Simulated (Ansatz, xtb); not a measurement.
# CH4NOS−: where a starting geometry ends

The starting geometry of this gas-phase singlet was built from a drawn formula by distance geometry and a force field; its bonds are those of `[NH-]OCS`.

```xyz
8

C    -0.1625   -1.4191   -0.3150
N     0.2306    0.1902    1.3320
O    -0.7554   -0.3187    0.4772
S    -1.3292   -2.0228   -1.4988
H    -0.1943    0.9440    1.8829
H     0.1683   -2.2233    0.3787
H     0.7446   -1.0152   -0.7824
H    -1.9639   -0.8647   -1.5793
```

**Question.** Predict what it relaxes into with r2SCAN-D4/def2-SVPD.

**Answer.** It keeps its bonds, and is `[NH-]OCS`.

The energy falls by 0.75 eV over 12 steps:

```
step  E − E(last) (eV)
   1             0.754
   2             0.387
   3             0.266
   5             0.048
   6             0.025
   7             0.009
   8             0.007
  10             0.001
  11             0.000
  12             0.000
```

Final geometry (Å):

```xyz
8

C    -0.2596   -1.1935   -0.1474
N     0.2550    0.5682    1.1178
O    -0.8796   -0.1036    0.3991
S    -1.4823   -2.1515   -1.2851
H     0.1658    0.1059    2.0424
H     0.0424   -1.9586    0.6015
H     0.6182   -0.9157   -0.7582
H    -1.7217   -1.0808   -2.0748
```

From the same start GFN2-xTB ends elsewhere, in pieces: CH3NO + HS.

The end wasn't checked by frequencies. Run with Ansatz 0.2.0, 30 s on 2 threads of Arm Neoverse V1, with other jobs on the host.
